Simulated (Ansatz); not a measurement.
The inner images of a band of C2H2NO (6 atoms, charge 0, multiplicity 2) are given out of order.

The calculation used Ansatz, UKS PBE0-D4/def2-SVP.

Initial state:

```xyz
6
Properties=species:S:1:pos:R:3
N -0.918 1.026 -0.256
C 0.247 0.463 0.073
C 0.499 -0.873 0.137
O 0.680 -2.019 0.182
H -1.616 0.303 -0.459
H 1.107 1.101 0.323
```

Final state:

```xyz
6
Properties=species:S:1:pos:R:3
N -1.197 0.441 -0.340
C 0.067 0.222 0.021
C 0.580 -1.033 0.159
O 1.066 -2.076 0.292
H -1.341 1.453 -0.375
H 0.825 0.993 0.243
```

Task: Put them in order from the first end to the last, with their energies above the first end.
A.
```xyz
6
Properties=species:S:1:pos:R:3
N -0.888 1.057 -0.366
C 0.189 0.400 0.061
C 0.507 -0.923 0.135
O 0.890 -2.019 0.151
H -1.724 0.475 -0.418
H 1.026 1.011 0.437
```
B.
```xyz
6
Properties=species:S:1:pos:R:3
N -0.852 0.974 -0.564
C 0.173 0.353 0.074
C 0.564 -0.937 0.113
O 1.005 -2.010 0.089
H -1.769 0.605 -0.311
H 0.879 1.015 0.600
```
C.
```xyz
6
Properties=species:S:1:pos:R:3
N -0.870 0.829 -0.730
C 0.164 0.312 0.098
C 0.654 -0.913 0.058
O 1.095 -1.992 0.048
H -1.756 0.738 -0.204
H 0.712 1.026 0.730
```
D.
```xyz
6
Properties=species:S:1:pos:R:3
N -1.043 0.386 -0.612
C 0.083 0.290 0.107
C 0.798 -0.858 -0.039
O 1.341 -1.876 -0.123
H -1.675 1.060 -0.180
H 0.495 0.999 0.847
```
E.
```xyz
6
Properties=species:S:1:pos:R:3
N -0.928 0.562 -0.709
C 0.140 0.339 0.092
C 0.740 -0.869 -0.010
O 1.181 -1.939 -0.025
H -1.736 0.886 -0.176
H 0.603 1.020 0.827
```

Result: A (+0.12 eV), B (+0.59 eV), C (+1.05 eV), E (+0.48 eV), D (+0.11 eV).

Time of the run: 88 s on 1 thread of Intel(R) Xeon(R) Platinum 8488C (Sapphire Rapids), with other jobs on the host, peak memory 0.17 GiB.
